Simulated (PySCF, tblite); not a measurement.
# C₄H₄O− (doublet): geometry, infrared bands and EPR parameters

What infrared bands and EPR parameters should C₄H₄O− (doublet) (`[O-][C]1C=CC1`) show?

The runs use tblite 0.8.0 and PySCF 2.14.0, with density-fitted response routines of our own; the level of theory stands in each step. All values are computed, except where a source is named. Atoms are numbered from 0 throughout.

## Step 1: The starting structure

9 atoms, charge -1, multiplicity 2; geometry from: force field or distance geometry start.

Bonds of the start (Å): O0–C1 1.41, C1–C2 1.45, C2–C3 1.30, C3–C4 1.47, C4–C1 1.46, C2–H5 1.10, C3–H6 1.10, C4–H7 1.11, C4–H8 1.11.

## Step 2: Optimising the geometry with GFN2-xTB

The job: settings as JSON, then the geometry in Å.

```
{"job": {"kind": "relax", "xc": "GFN2-xTB", "basis": "xTB"}, "charge": -1, "multiplicity": 2}
O     -0.034900    -0.791400     1.988300
C     -0.589900    -0.090300     0.898400
C      0.312200     0.949500     0.437300
C      0.429500     0.431400    -0.747600
C     -0.445700    -0.704200    -0.417400
H      0.706500     1.861100     0.907000
H      0.992000     0.719600    -1.643300
H      0.060300    -1.691900    -0.483000
H     -1.416300    -0.677700    -0.965000
```

Command:

```console
$ OMP_NUM_THREADS=1 python probes_run.py task.json out
```

One launch serves the whole session: the jobs run in the order shown.

**Question.** This job is followed by: GFN2-xTB harmonic vibrations, gas phase; UKS B3LYP, pcH-1 on C H O, non-relativistic, mean-field spin-orbit, GIAO. Predict these results of the whole session: strongest single infrared mode (GFN2-xTB); zero-point energy (GFN2-xTB); g(iso) (B3LYP); ⟨S²⟩; largest a(iso) (averaged by class).

The runs gave:

| quantity | value |
| --- | --- |
| strongest single infrared mode (GFN2-xTB) | 1714 cm⁻¹, 582 km/mol |
| zero-point energy (GFN2-xTB) | 39.5 kcal/mol |
| g(iso) (B3LYP) | 2.00338 |
| ⟨S²⟩ | 0.758 (exact 0.75) |
| largest a(iso) (averaged by class) | 13C on C3, 86.4 MHz |

Over 41 steps the energy fell by 1.733 eV; of the close pairs, O0–C1 changed most, 1.410 to 1.258 Å. All 21 modes are real, so the xTB geometry is a minimum. The strongest single mode, at 1714 cm⁻¹, moves mainly C1. GFN2-xTB is a fitted tight-binding method: band positions and strengths are rough. Its intensities can rank the bands wrongly. Most of the unpaired spin sits on C3 (0.68 e). The isotropic g lies 1.1 ppt above the free-electron value. The records flag this anion as possibly unbound in the gas phase, so the basis may hold the extra electron. The conformer search found further structures of the same energy, which may be mirror or relabelled copies of this one.
